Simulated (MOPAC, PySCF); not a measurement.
BF3, SMILES `FB(F)F`, neutral singlet in the gas phase. 

Cartesian coordinates (Å):
```xyz
4

F     -1.1259    -0.6692    -0.0610
B      0.0000     0.0000     0.0000
F      1.1416    -0.6419     0.0617
F     -0.0157     1.3111    -0.0007
```
Charge 0, spin multiplicity 1.

All levels are single points at this geometry (PBE0-D3(BJ)/def2-TZVP); Pople sets use spherical d functions. Orbital energies aren't observables, and empty levels follow the basis.

| level | HOMO (eV) | LUMO (eV) | gap (eV) | dipole (D) | vertical IE, Delta-SCF (eV) |
|---|---|---|---|---|---|
| M06-2X/def2-TZVP in PySCF | -14.50 | 0.83 | 15.32 | 0.00 | – |
| PBE-D3(BJ)/def2-TZVP in PySCF | -9.99 | -0.34 | 9.65 | 0.00 | – |
| B3LYP/6-311+G** in PySCF | -11.99 | -0.48 | 11.51 | 0.00 | – |
| B3LYP/6-31G* in PySCF | -11.25 | 1.09 | 12.33 | 0.00 | 14.79 |
| PBE/6-31G* in PySCF | -9.31 | 0.29 | 9.60 | 0.00 | 13.98 |
| PM7 in MOPAC | -14.86 | -0.73 | 14.13 | 0.00 | – |
